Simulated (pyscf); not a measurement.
A first-order saddle from PySCF, ωB97X-D3(BJ)/def2-SVP:

```
Zr
N 1 2.0414
H 2 1.0176 1 128.45
H 2 1.0200 3 108.07 1 177.91
N 1 2.0431 2 108.17 3 -117.93
H 5 1.0179 1 123.90 2 4.14
C 5 1.4529 6 111.67 1 179.74
H 7 1.1045 5 110.13 6 179.11
H 7 1.1067 8 106.45 5 122.56
H 7 1.1068 8 106.45 9 114.63
N 1 2.0463 2 109.62 3 -1.43
H 11 1.0181 1 125.91 2 -91.35
H 11 1.0184 12 108.26 1 173.13
N 1 2.0579 2 111.03 3 117.05
H 14 1.0193 1 151.77 2 20.61
H 14 1.3484 15 98.44 1 -150.87
H 16 0.8887 14 167.13 15 56.04
```
Charge 0, spin multiplicity 2.

Surface: doublet, charge 0. Lowest wavenumbers (cm⁻¹): 1239i, 32, 88, 94, 128.

### Question
Name the species on either side of this saddle.

### Answer
H₃C–NH–Zr(NH₂)(NH₂)–NH₂ (SMILES C[NH][Zr]([NH2])([NH2])[NH2]) + H• (SMILES [H]) ⇌ [H₃C–NH–Zr(NH)(NH₂)–NH₂]• (SMILES C[NH][Zr]([NH])([NH2])[NH2]) + H₂ (SMILES [H][H]), a hydrogen abstraction read from left to right: H–N broken and H–H formed. At ωB97M-D3(BJ)/def2-TZVP it lies +15.3 kcal/mol from the left side and +7.7 kcal/mol from the right (each side as separated species at their lowest minima found). [H₃C–NH–Zr(NH)(NH₂)–NH₂]• lies 9.7 kcal/mol over its isomer [H₃C–N–Zr(NH₂)(NH₂)–NH₂]• (electronic energy, ωB97M-D3(BJ)/def2-TZVP). This is the saddle that the search found; another between the same sides may lie lower. The angle at the transferred H is 167°. Open-shell species with a d-block atom are single-reference here; other states, and whether the spin sits on metal or ligand, were not checked. Elements past Kr carry the def2 core potentials, without spin-orbit coupling.
